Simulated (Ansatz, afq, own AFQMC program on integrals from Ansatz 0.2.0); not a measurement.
SbH⁺, quartet in def2-TZVP, levels against full CI

```xyz
2

Sb    0.0000    0.0000    0.0000
H     0.0000    0.0000    2.1080
```

Basis def2-TZVP with its core potentials. Only valence electrons are correlated. Integrals, coupled cluster, full CI and functionals: Ansatz 0.2.0; the random walks run on the same integrals in our own AFQMC program. ph-AFQMC/CISD is guided by a CISD state made of CCSD amplitudes; releasing the constraint for a short imaginary time cuts its bias at the price of noise, slowly where states lie close. Error bars are statistical, one sigma. No spin–orbit coupling.

Determinant: UHF, the one that the program's search chose, which needn't be the lowest solution. The geometry is a point of a scan.

Full CI on the same integrals is exact in this basis and with this determinant's frozen core.

Cautions: no spin-orbit coupling; inner d shell frozen; lower spins were not checked.

```
T1 diagnostic                               : 0.0224
weight of the determinant in the CISD state : 0.939
⟨S²⟩ of the determinant                     : 3.769
size of the correlated space                : 5 electrons in 47 orbitals
```

(1) Estimate: order these by the size of their error in total energy against full CI, smallest first.
A. CCSD
B. AFQMC with the constraint released
C. MP2
D. CCSD(T)

(1) B (0.1 ± 0.06 kJ/mol), D (1.6 kJ/mol), A (6.8 kJ/mol), C (47.9 kJ/mol).

Reference: full CI, correlation energy -1.917 eV. The released energy is read at 2.40 1/Eh (meV from the phaseless value at times in 1/Eh: -4 ± 3 at 0.24, -2.3 ± 0.8 at 0.51, -2.4 ± 0.4 at 0.99, -2.7 ± 0.4 at 1.62, -2.1 ± 0.6 at 2.40).

A walk keeps the symmetry of its determinant, which the program's search chose and which needn't be the lowest solution, so a lower state of the same spin and another symmetry isn't excluded. Released energies are given only where the last usable release times agree within the noise; a slower fall can still hide under it.
